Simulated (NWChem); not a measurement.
System: butadiene (C$_{4}$H$_{6}$); SMILES C=CC=C

Parts of the log:

```
             Northwest Computational Chemistry Package (NWChem) 7.3.0
             --------------------------------------------------------

                             Geometry "geometry" -> ""
                             -------------------------

 Output coordinates in angstroms (scale by  1.889725989 to convert to a.u.)

  No.       Tag          Charge          X              Y              Z
 ---- ---------------- ---------- -------------- -------------- --------------
    1 C                    6.0000    -0.11934200     1.84690200     0.00000000
    2 C                    6.0000     0.39644500     0.60979600     0.00000000
    3 C                    6.0000    -0.39644500    -0.60979600     0.00000000
    4 C                    6.0000     0.11934200    -1.84690200     0.00000000
    5 H                    1.0000    -1.20165100     2.01121300     0.00000000
    6 H                    1.0000     0.51891700     2.73360600     0.00000000
    7 H                    1.0000     1.48598000     0.48246100     0.00000000
    8 H                    1.0000    -1.48598000    -0.48246100     0.00000000
    9 H                    1.0000    -0.51891700    -2.73360600     0.00000000
   10 H                    1.0000     1.20165100    -2.01121300     0.00000000

 Effective nuclear repulsion energy (a.u.)     103.4646448373

                                 NWChem DFT Module
                                 -----------------

 Summary of "ao basis" -> "ao basis" (spherical)
 ------------------------------------------------------------------------------
       Tag                 Description            Shells   Functions and Types
 ---------------- ------------------------------  ------  ---------------------
 C                          def2-svp                 6       14   3s2p1d
 H                          def2-svp                 3        5   2s1p

 in cosmo_initialize ...
 calling solv_data for solv:toluene

 solvent parameters
 solvname_short: toluene
 solvname_long:  toluene
 dielec:        2.3741
 dielecinf:     2.2383
 nonaqueous SMD model solvent descriptors
 dielec:        2.3741
 sola:          0.0000
 solb:          0.1400
 solc:          0.8570
 solg:         40.2000
 solh:          0.0000
 soln:          1.4961

          ---------------
          -cosmo- solvent
          ---------------
 Cosmo: York-Karplus, doi: 10.1021/jp992097l
 dielectric constant -eps-     =   2.37
 screen = (eps-1)/(eps    )    =   0.57879
 surface charge correction     = lagrangian

   van der Waals surface
 --------------------------

 ---------- ATOMIC COORDINATES (A.U.) ------------ VDWR(ANG.) --
     1   -0.22552368    3.49013871    0.00000000     1.850
     2    0.74917242    1.15234735    0.00000000     1.850
     3   -0.74917242   -1.15234735    0.00000000     1.850
     4    0.22552368   -3.49013871    0.00000000     1.850
     5   -2.27079112    3.80064147    0.00000000     1.200
     6    0.98061094    5.16576630    0.00000000     1.200
     7    2.80809502    0.91171909    0.00000000     1.200
     8   -2.80809502   -0.91171909    0.00000000     1.200
     9   -0.98061094   -5.16576630    0.00000000     1.200
    10    2.27079112   -3.80064147    0.00000000     1.200
 number of segments per atom =        128
 number of   points per atom =        128
 atom (   nspa,  nppa )
 ----------------------
    1 (     68,     0 )       0
    2 (     46,     0 )       0
    3 (     46,     0 )       0
    4 (     68,     0 )       0
    5 (     54,     0 )       0
    6 (     56,     0 )       0
    7 (     56,     0 )       0
    8 (     56,     0 )       0
    9 (     56,     0 )       0
   10 (     54,     0 )       0
 number of -cosmo- surface points =      560
 molecular surface =    100.792 angstrom**2
 molecular volume  =     77.426 angstrom**3
 -lineq- algorithm             =   0
 -bem- low  level              =   3
 -bem- from -octahedral-
 gaussian surface charge width =   4.50000
 degree of switching           =   1.00000
 switching function tolerance  =   0.00010
 atomic radii =
 --------------
    1  6.000  1.850
    2  6.000  1.850
    3  6.000  1.850
    4  6.000  1.850
    5  1.000  1.200
    6  1.000  1.200
    7  1.000  1.200
    8  1.000  1.200
    9  1.000  1.200
   10  1.000  1.200
 ...... end of -cosmo- initialization ......

 nat:                    10
 ixmem:                  5529
 calling mnsol_interface()
 G(SMD-CDS) energy (kcal/mol)  =    -0.987
 SMD-CDS SASA (angstrom**2)    =   129.444

[...]

                                COSMO-SMD solvation results
                                ---------------------------

             internal energy in gas <Psi(g)|H|Psi(g)> =      -155.680511269659
         internal energy in solvent <Psi(s)|H|Psi(s)> =      -155.680353080470
                               delta internal energy  =         0.000158189189 (    0.10 kcal/mol)
   total free energy in solvent <Psi(s)|H+V/2|Psi(s)> =      -155.683118628801
 polarization energy contribution <Psi(s)|V/2|Psi(s)> =        -0.002765548331 (   -1.74 kcal/mol)
    total free energy in solvent including G(SMD-CDS) =      -155.684690722667
                       G(SMD-CDS) energy contribution =        -0.001572093865 (   -0.99 kcal/mol)
     1 M fixed-concentration free energy of solvation =        -0.004179453008 (   -2.62 kcal/mol)

                       DFT Final Molecular Orbital Analysis
                       ------------------------------------

 Vector   13  Occ=2.000000D+00  E=-3.554996D-01
              MO Center= -1.7D-10, -1.0D-08,  2.6D-11, r^2= 3.8D+00
   Bfn.  Coefficient  Atom+Function         Bfn.  Coefficient  Atom+Function
  ----- ------------  ---------------      ----- ------------  ---------------
    18      0.263683   2 C  px               32     -0.263683   3 C  px
    67      0.237409   7 H  s                72      0.237409   8 H  s
     4     -0.173345   1 C  px               46      0.173345   4 C  px
    57      0.173003   5 H  s                82      0.173003  10 H  s
    62     -0.170536   6 H  s                77     -0.170536   9 H  s

 Vector   14  Occ=2.000000D+00  E=-3.452670D-01
              MO Center= -4.2D-11, -1.3D-09,  2.0D-10, r^2= 2.4D+00
   Bfn.  Coefficient  Atom+Function         Bfn.  Coefficient  Atom+Function
  ----- ------------  ---------------      ----- ------------  ---------------
    20      0.329551   2 C  pz               34      0.329551   3 C  pz
     6      0.225391   1 C  pz               48      0.225391   4 C  pz
    23      0.198683   2 C  pz               37      0.198683   3 C  pz
     9      0.135215   1 C  pz               51      0.135215   4 C  pz

 Vector   15  Occ=2.000000D+00  E=-2.510762D-01
              MO Center=  6.4D-11,  1.1D-09, -4.4D-10, r^2= 3.6D+00
   Bfn.  Coefficient  Atom+Function         Bfn.  Coefficient  Atom+Function
  ----- ------------  ---------------      ----- ------------  ---------------
     6      0.341784   1 C  pz               48     -0.341784   4 C  pz
     9      0.262638   1 C  pz               51     -0.262638   4 C  pz
    20      0.241066   2 C  pz               34     -0.241066   3 C  pz
    23      0.175548   2 C  pz               37     -0.175548   3 C  pz

 Vector   16  Occ=0.000000D+00  E=-3.086032D-02
              MO Center=  4.8D-11, -9.3D-10,  2.9D-10, r^2= 4.0D+00
   Bfn.  Coefficient  Atom+Function         Bfn.  Coefficient  Atom+Function
  ----- ------------  ---------------      ----- ------------  ---------------
     9      0.456497   1 C  pz               51      0.456497   4 C  pz
     6      0.353341   1 C  pz               48      0.353341   4 C  pz
    23     -0.312308   2 C  pz               37     -0.312308   3 C  pz
    20     -0.253140   2 C  pz               34     -0.253140   3 C  pz
    25      0.027877   2 C  d -1             39     -0.027877   3 C  d -1

 Vector   17  Occ=0.000000D+00  E= 7.594766D-02
              MO Center=  2.9D-11,  8.0D-10,  1.4D-10, r^2= 3.3D+00
   Bfn.  Coefficient  Atom+Function         Bfn.  Coefficient  Atom+Function
  ----- ------------  ---------------      ----- ------------  ---------------
    23      0.729298   2 C  pz               37     -0.729298   3 C  pz
     9     -0.488867   1 C  pz               51      0.488867   4 C  pz
    20      0.381894   2 C  pz               34     -0.381894   3 C  pz
     6     -0.206923   1 C  pz               48      0.206923   4 C  pz

 Vector   18  Occ=0.000000D+00  E= 9.317362D-02
              MO Center= -9.6D-08, -3.0D-08, -1.7D-10, r^2= 6.9D+00
   Bfn.  Coefficient  Atom+Function         Bfn.  Coefficient  Atom+Function
  ----- ------------  ---------------      ----- ------------  ---------------
    68      1.054638   7 H  s                73     -1.054638   8 H  s
    58     -0.797845   5 H  s                83      0.797845  10 H  s
    17     -0.665019   2 C  s                31      0.665019   3 C  s
     7     -0.427962   1 C  px               49     -0.427962   4 C  px
    21     -0.392058   2 C  px               35     -0.392058   3 C  px

     Multipole analysis of the density
     ---------------------------------

     L   x y z        total         alpha         beta         nuclear
     -   - - -        -----         -----         ----         -------
     0   0 0 0     -0.000000    -15.000000    -15.000000     30.000000

     1   1 0 0     -0.000000     -0.000000     -0.000000      0.000000
     1   0 1 0      0.000000      0.000000      0.000000      0.000000
     1   0 0 1      0.000000      0.000000      0.000000      0.000000

     2   2 0 0    -16.751672    -26.052045    -26.052045     35.352419
     2   1 1 0     -0.055423      0.519763      0.519763     -1.094949
     2   1 0 1     -0.000000     -0.000000     -0.000000      0.000000
     2   0 2 0    -16.779379   -131.404774   -131.404774    246.030169
     2   0 1 1     -0.000000     -0.000000     -0.000000      0.000000
     2   0 0 2    -21.165592    -10.582796    -10.582796      0.000000
```

Level: PBE0/def2-SVP, SMD on the gas-phase geometry. Geometry: optimised at PBE0/def2-SVP. Solvent: toluene.

Task: Reconstruct the input file.

Result: Several could match; the one computed here: the input that was run:
```
start job
memory heap 200 mb stack 900 mb global 1100 mb
geometry units angstroms noautosym nocenter noautoz
  C     -0.119342     1.846902     0.000000
  C      0.396445     0.609796     0.000000
  C     -0.396445    -0.609796     0.000000
  C      0.119342    -1.846902     0.000000
  H     -1.201651     2.011213     0.000000
  H      0.518917     2.733606     0.000000
  H      1.485980     0.482461     0.000000
  H     -1.485980    -0.482461     0.000000
  H     -0.518917    -2.733606     0.000000
  H      1.201651    -2.011213     0.000000
end
basis spherical
  * library def2-svp
end
dft
  xc pbe0
  iterations 150
end
cosmo
  do_cosmo_smd true
  solvent toluene
end
task dft energy
```
